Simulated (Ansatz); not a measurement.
# NH₄+ with H₂O: superposition error and deformation

How much of this pair's binding is borrowed basis, and how much do the fragments pay to take the shapes they have in the pair?

Computed with Ansatz 0.2.0, Gaussian basis. Level: PBE0-D4 structures, single points in def2-TZVPPD.

Levels: PBE-D4, revPBE-D4, BLYP-D4, r2SCAN-D4, B97M-V, PBE0-D4, B3LYP-D4, HSE06-D4, wB97X-V, wB97M-V, B2PLYP, Hartree-Fock, MP2, CCSD, CCSD(T).

Correlated methods freeze the cores. B3LYP uses VWN-RPA correlation. B2PLYP carries no dispersion term here.

23 further runs of the same task are left out: 23 set aside as unsound or not needed.

## Step 1: Starting geometry

The relaxed pair: 8 atoms, charge 1, spin multiplicity 1.

Atoms are counted from 1 here; the program's logs count them from 0.

Bond lengths: N1–H2 1.020 Å, N1–H3 1.020 Å, N1–H4 1.068 Å, N1–H5 1.020 Å, O6–H7 0.962 Å, O6–H8 0.962 Å. Angles: H2–N1–H3 108.9°, H2–N1–H4 110.1°, H2–N1–H5 108.8°, H3–N1–H4 110.0°, H3–N1–H5 109.1°, H4–N1–H5 110.0°, H7–O6–H8 106.7°.

Geometry (Å):

```xyz
8
H6NO
N     0.1551    0.1774   -1.1184
H    -0.3385   -0.5334   -1.6587
H     1.1491    0.1316   -1.3435
H     0.0091    0.0108   -0.0739
H    -0.2038    1.0959   -1.3795
O    -0.2044   -0.2355    1.4833
H     0.0321    0.3651    2.1972
H    -0.5986   -1.0118    1.8935
```

Atoms 1 to 5 are fragment A (NH₄+), the rest fragment B (H₂O). From earlier runs, pair energy (eV) and counterpoise interaction (kcal/mol):

```tsv
method	E(pair)	interaction
PBE-D4	-3626.39809	-22.53
revPBE-D4	-3629.66200	-21.34
BLYP-D4	-3629.58003	-21.59
r2SCAN-D4	-3628.60096	-22.22
B97M-V	-3629.51991	-21.54
PBE0-D4	-3626.60080	-22.65
B3LYP-D4	-3630.85220	-22.12
HSE06-D4	-3626.41528	-22.63
wB97X-V	-3629.26349	-21.59
wB97M-V	-3628.80331	-21.60
B2PLYP	-3627.93158	-21.20
MP2	-3623.32318	-20.80
CCSD(T)	-3624.27832	-20.55
```

First each fragment is run alone in its own basis, frozen in the shape it has in the pair (a, b).

## Step 2: CCSD(T)/def2-TZVPPD

Input file a/in.yaml:

```yaml
crystal:
  periodic: [false, false, false]
  atoms:
    - {symbol: N, position_ang: [0.155066, 0.177369, -1.118366]}
    - {symbol: H, position_ang: [-0.338531, -0.533416, -1.658685]}
    - {symbol: H, position_ang: [1.149071, 0.131631, -1.343453]}
    - {symbol: H, position_ang: [0.009054, 0.010832, -0.073936]}
    - {symbol: H, position_ang: [-0.203796, 1.095933, -1.379549]}
basis:
  gaussian: {orbitals: "def2-TZVPPD.json"}
total_charge: 1
correlation: {method: ccsd_t}
```

Input file b/in.yaml:

```yaml
crystal:
  periodic: [false, false, false]
  atoms:
    - {symbol: O, position_ang: [-0.204376, -0.235541, 1.483332]}
    - {symbol: H, position_ang: [0.032125, 0.365122, 2.197167]}
    - {symbol: H, position_ang: [-0.598612, -1.011828, 1.893489]}
basis:
  gaussian: {orbitals: "def2-TZVPPD.json"}
correlation: {method: ccsd_t}
```

The basis file named in the input lies beside it (Basis Set Exchange, JSON).

No record of the launch command was kept for these runs.

Output in a:

```text
Functional definition: HF
  name "HF"
  cite "Fock, Z. Phys. 61, 126 (1930) doi:10.1007/BF01340294"
  parent pbe
  exchange = exact_x
  correlation = 0
585 factors; integrals over basis functions are off by at most 7.8e-4 eV
mean field evaluation 1: about -1534.7218 eV, gradient 5.1e1 eV
mean field evaluation 2: about -1534.7217 eV, gradient 5.1e1 eV
mean field evaluation 4: about -1539.1647 eV, gradient 1.8e0 eV
mean field evaluation 8: about -1539.1794 eV, gradient 3.1e-4 eV
mean field evaluation 16: about -1539.1790 eV, gradient 2.8e-1 eV
mean field -1539.17937886 eV, -56.5637988799 hartree, gradient 2.5e-6 eV, S^2 0.000000; 0 other end points of the search recorded, 0 dependent functions left out
1 core orbitals not correlated: weight in the atoms' cores, before any rotation towards them, 1.000 or more for the frozen orbitals, at most 0.000 for the correlated occupied ones
reference -1539.17937886 eV, -56.5637988799 hartree; 4, 4 occupied and 100, 100 virtual orbitals, 585 factors
second order -6.24786897 eV of doubles, -0.00000000 eV of singles
cycle   1  -6.51472571 eV  change   -2.7e-1 eV  update   3.6e-2
cycle   2  -6.64883798 eV  change   -1.3e-1 eV  update   1.1e-2
cycle   3  -6.66560413 eV  change   -1.7e-2 eV  update   3.3e-3
cycle   4  -6.66619875 eV  change   -5.9e-4 eV  update   7.6e-4
cycle   5  -6.66655352 eV  change   -3.5e-4 eV  update   1.6e-4
cycle   6  -6.66657018 eV  change   -1.7e-5 eV  update   3.4e-5
cycle   7  -6.66657955 eV  change   -9.4e-6 eV  update   5.6e-6
cycle   8  -6.66658173 eV  change   -2.2e-6 eV  update   1.2e-6
perturbative correction -0.18128754 eV, -0.0066621941 hartree
Total energy: -1546.02724813 eV, -56.8154534339 hartree
```

Output in b, shortened:

```text
[... 4 set-up lines as earlier in the session ...]
[...]
427 factors; integrals over basis functions are off by at most 1.2e-3 eV
[...]
mean field -2069.79258708 eV, -76.0634746194 hartree, gradient 1.3e-6 eV, S^2 0.000000; 0 other end points of the search recorded, 0 dependent functions left out
1 core orbitals not correlated: weight in the atoms' cores, before any rotation towards them, 1.000 or more for the frozen orbitals, at most 0.000 for the correlated occupied ones
reference -2069.79258708 eV, -76.0634746194 hartree; 4, 4 occupied and 69, 69 virtual orbitals, 427 factors
second order -7.17236920 eV of doubles, -0.00000000 eV of singles
cycle   1  -7.15330336 eV  change    1.9e-2 eV  update   4.8e-2
[...]
cycle   9  -7.31819533 eV  change    1.3e-6 eV  update   3.1e-6
perturbative correction -0.22024320 eV, -0.0080937884 hartree
Total energy: -2077.33102561 eV, -76.3405071256 hartree
```

They took 0.9 s (a), 0.35 s (b) on 2 threads, shared host; peak memory 0.4 GiB.

## Step 3: Relaxing NH₄+ alone

Input file relax-a/in.yaml:

```yaml
crystal:
  periodic: [false, false, false]
  atoms:
    - {symbol: N, position_ang: [0.155066, 0.177369, -1.118366]}
    - {symbol: H, position_ang: [-0.338531, -0.533416, -1.658685]}
    - {symbol: H, position_ang: [1.149071, 0.131631, -1.343453]}
    - {symbol: H, position_ang: [0.009054, 0.010832, -0.073936]}
    - {symbol: H, position_ang: [-0.203796, 1.095933, -1.379549]}
basis:
  gaussian: {orbitals: def2-TZVP}
total_charge: 1
hamiltonian: {xc: pbe0, dispersion: d4}
relax: {f_tol: 0.005, max_steps: 200}
```

Log, shortened:

```text
Functional definition: PBE0
  name "PBE0"
  cite "Adamo & Barone, J. Chem. Phys. 110, 6158 (1999) doi:10.1063/1.478522"
  cite "Perdew, Burke & Ernzerhof, Phys. Rev. Lett. 77, 3865 (1996) doi:10.1103/PhysRevLett.77.3865"
[... 1 set-up line as earlier in the session ...]
[...]
331 factors; their error is unknown
[...]
mean field -1547.03307878 eV, -56.8524170284 hartree, gradient 4.9e-5 eV, S^2 0.000000; 0 other end points of the search recorded, 0 dependent functions left out
[...]
reference -1547.03309185 eV, -56.8524175090 hartree; 5, 5 occupied and 50, 50 virtual orbitals, 331 factors
relax step   1: F+E_penalty+E_count = -1547.04163927 eV  Δ(F+E_penalty+E_count) = +0.000e0 eV  max|allowed force component| = 1.605e0 eV/Å  Δτ_max = 0.0000 Å  (20 SCF iters, accepted)
[...]
331 factors; their error is unknown
mean field -1547.07327017 eV, -56.8538940348 hartree, gradient 2.3e-5 eV, S^2 0.000000; 1 other end points of the search recorded, 0 dependent functions left out
[...]
reference -1547.07328306 eV, -56.8538945087 hartree; 5, 5 occupied and 50, 50 virtual orbitals, 331 factors
Total energy: -1547.08182698 eV, -56.8542084917 hartree
Atom 0 at     0.154180     0.176476    -1.114804 Å, force    -0.000285    -0.000225     0.000193 eV/Å
Atom 1 at    -0.343969    -0.541512    -1.647671 Å, force    -0.001296    -0.001927    -0.001562 eV/Å
Atom 2 at     1.153503     0.130064    -1.331139 Å, force     0.002787    -0.000049    -0.000668 eV/Å
Atom 3 at     0.014085     0.016896    -0.113549 Å, force    -0.000317    -0.000389     0.002805 eV/Å
Atom 4 at    -0.206935     1.100425    -1.366826 Å, force    -0.000890     0.002591    -0.000768 eV/Å
Dipole moment:    -0.000007    -0.000006     0.000006 e Å
```

Run time: 0.85 s. Hardware: 2 threads, shared host.

Relaxation path:

```tsv
step	energy from step 1 (eV)	largest force component (eV/Å)
1	0.0000	1.6050
2	-0.0374	0.4542
3	-0.0402	0.0077
4	-0.0402	0.0028
```

Close pairs (by a distance rule), those that changed most:

```tsv
bond	before (Å)	after (Å)	change (Å)
N1–H4	1.068	1.024	-0.044
N1–H5	1.020	1.024	+0.003
N1–H2	1.020	1.024	+0.003
N1–H3	1.020	1.024	+0.003
```

## Step 4: Relaxing H₂O alone

Input file relax-b/in.yaml:

```yaml
crystal:
  periodic: [false, false, false]
  atoms:
    - {symbol: O, position_ang: [-0.204376, -0.235541, 1.483332]}
    - {symbol: H, position_ang: [0.032125, 0.365122, 2.197167]}
    - {symbol: H, position_ang: [-0.598612, -1.011828, 1.893489]}
basis:
  gaussian: {orbitals: def2-TZVP}
hamiltonian: {xc: pbe0, dispersion: d4}
relax: {f_tol: 0.005, max_steps: 200}
```

Log, shortened:

```text
[... 5 set-up lines as earlier in the session ...]
[...]
239 factors; their error is unknown
[...]
mean field -2078.33056865 eV, -76.3772396548 hartree, gradient 1.2e-5 eV, S^2 0.000000; 0 other end points of the search recorded, 0 dependent functions left out
[...]
reference -2078.33058265 eV, -76.3772401692 hartree; 5, 5 occupied and 38, 38 virtual orbitals, 239 factors
relax step   1: F+E_penalty+E_count = -2078.33482351 eV  Δ(F+E_penalty+E_count) = +0.000e0 eV  max|allowed force component| = 2.132e-1 eV/Å  Δτ_max = 0.0000 Å  (23 SCF iters, accepted)
[...]
relax step   3: F+E_penalty+E_count = -2078.33731582 eV  Δ(F+E_penalty+E_count) = -5.153e-4 eV  max|allowed force component| = 3.484e-2 eV/Å  Δτ_max = 0.0046 Å  (27 SCF iters, accepted)
[...]
relax step   4: F+E_penalty+E_count = -2078.33733263 eV  Δ(F+E_penalty+E_count) = -1.681e-5 eV  max|allowed force component| = 5.693e-5 eV/Å  Δτ_max = 0.0007 Å  (27 SCF iters, accepted)
239 factors; their error is unknown
mean field -2078.33307681 eV, -76.3773318280 hartree, gradient 1.2e-5 eV, S^2 0.000000; 1 other end points of the search recorded, 0 dependent functions left out
[...]
reference -2078.33309081 eV, -76.3773323427 hartree; 5, 5 occupied and 38, 38 virtual orbitals, 239 factors
Total energy: -2078.33734664 eV, -76.3774887413 hartree
Atom 0 at    -0.203501    -0.234566     1.477108 Å, force     0.000002     0.000002    -0.000008 eV/Å
Atom 1 at     0.027285     0.355023     2.198158 Å, force     0.000025     0.000055     0.000016 eV/Å
Atom 2 at    -0.594647    -1.002705     1.898722 Å, force    -0.000026    -0.000057    -0.000008 eV/Å
Dipole moment:    -0.059129    -0.065836     0.421332 e Å
```

It took 0.55 s on 2 threads, shared host.

Along the way:

```tsv
step	energy from step 1 (eV)	largest force component (eV/Å)
1	0.0000	0.2132
2	-0.0020	0.0792
3	-0.0025	0.0348
4	-0.0025	0.0001
```

Close pairs (by a distance rule), those that changed most:

```tsv
bond	before (Å)	after (Å)	change (Å)
O1–H2	0.962	0.960	-0.003
O1–H3	0.962	0.960	-0.003
```

## Step 5: CCSD(T)/def2-TZVPPD

Input file free-a/in.yaml:

```yaml
crystal:
  periodic: [false, false, false]
  atoms:
    - {symbol: N, position_ang: [0.154180, 0.176476, -1.114804]}
    - {symbol: H, position_ang: [-0.343969, -0.541512, -1.647671]}
    - {symbol: H, position_ang: [1.153503, 0.130064, -1.331139]}
    - {symbol: H, position_ang: [0.014085, 0.016896, -0.113549]}
    - {symbol: H, position_ang: [-0.206935, 1.100425, -1.366826]}
basis:
  gaussian: {orbitals: "def2-TZVPPD.json"}
total_charge: 1
correlation: {method: ccsd_t}
```

Input file free-b/in.yaml:

```yaml
crystal:
  periodic: [false, false, false]
  atoms:
    - {symbol: O, position_ang: [-0.203501, -0.234566, 1.477108]}
    - {symbol: H, position_ang: [0.027285, 0.355023, 2.198158]}
    - {symbol: H, position_ang: [-0.594647, -1.002705, 1.898722]}
basis:
  gaussian: {orbitals: "def2-TZVPPD.json"}
correlation: {method: ccsd_t}
```

Log of free-a, shortened:

```text
[... 4 set-up lines as earlier in the session ...]
[...]
585 factors; integrals over basis functions are off by at most 8.0e-4 eV
[...]
mean field -1539.24158134 eV, -56.5660847787 hartree, gradient 1.9e-6 eV, S^2 0.000000; 0 other end points of the search recorded, 0 dependent functions left out
1 core orbitals not correlated: weight in the atoms' cores, before any rotation towards them, 1.000 or more for the frozen orbitals, at most 0.000 for the correlated occupied ones
reference -1539.24158134 eV, -56.5660847787 hartree; 4, 4 occupied and 100, 100 virtual orbitals, 585 factors
second order -6.22957692 eV of doubles, -0.00000000 eV of singles
cycle   1  -6.49974317 eV  change   -2.7e-1 eV  update   3.6e-2
[...]
cycle   8  -6.64825818 eV  change   -1.8e-6 eV  update   1.1e-6
perturbative correction -0.17889698 eV, -0.0065743427 hartree
Total energy: -1546.06873649 eV, -56.8169781030 hartree
```

Output in free-b, shortened:

```text
[... 4 set-up lines as earlier in the session ...]
[...]
427 factors; integrals over basis functions are off by at most 1.1e-3 eV
[...]
mean field -2069.79992888 eV, -76.0637444257 hartree, gradient 1.2e-6 eV, S^2 0.000000; 0 other end points of the search recorded, 0 dependent functions left out
1 core orbitals not correlated: weight in the atoms' cores, before any rotation towards them, 1.000 or more for the frozen orbitals, at most 0.000 for the correlated occupied ones
reference -2069.79992888 eV, -76.0637444257 hartree; 4, 4 occupied and 69, 69 virtual orbitals, 427 factors
second order -7.16979336 eV of doubles, -0.00000000 eV of singles
cycle   1  -7.15171885 eV  change    1.8e-2 eV  update   4.7e-2
[...]
cycle   9  -7.31592193 eV  change    1.4e-6 eV  update   2.9e-6
perturbative correction -0.21983024 eV, -0.0080786125 hartree
Total energy: -2077.33568106 eV, -76.3406782102 hartree
```

Times: 0.95 s (free-a), 0.4 s (free-b) on 2 threads, shared host; peak memory 0.41 GiB.

## Step 6: The split

```tsv
method	interaction with counterpoise (kcal/mol)	without	superposition error	deformation	binding energy
PBE-D4	-22.53	-22.58	0.04	0.69	-21.84
revPBE-D4	-21.34	-21.38	0.04	0.70	-20.64
BLYP-D4	-21.59	-21.64	0.05	0.64	-20.95
r2SCAN-D4	-22.22	-22.26	0.04	1.03	-21.19
B97M-V	-21.54	-21.58	0.05	1.30	-20.24
PBE0-D4	-22.65	-22.69	0.04	1.04	-21.61
B3LYP-D4	-22.12	-22.16	0.04	0.94	-21.18
HSE06-D4	-22.63	-22.66	0.04	1.04	-21.59
wB97X-V	-21.59	-21.63	0.04	0.98	-20.62
wB97M-V	-21.60	-21.63	0.04	1.02	-20.57
B2PLYP	-21.20	-21.42	0.22	1.05	-20.16
Hartree-Fock	-19.03	-19.06	0.03	1.60	-17.43
MP2	-20.80	-21.47	0.67	1.12	-19.68
CCSD	-20.26	-20.86	0.60	1.13	-19.13
CCSD(T)	-20.55	-21.22	0.67	1.06	-19.48
```

## Step 7: Results

| quantity | value |
| --- | --- |
| interaction, CCSD(T) | -20.55 kcal/mol |
| superposition error | 0.67 kcal/mol |
| deformation | 1.06 kcal/mol |
| binding energy | -19.48 kcal/mol |

In this basis the superposition error is 0.67 kcal/mol for CCSD(T) and 0.04 kcal/mol on average for the plain functionals: correlated methods borrow far more, since they need many more functions to converge. Deformation takes back 5 % of the interaction.
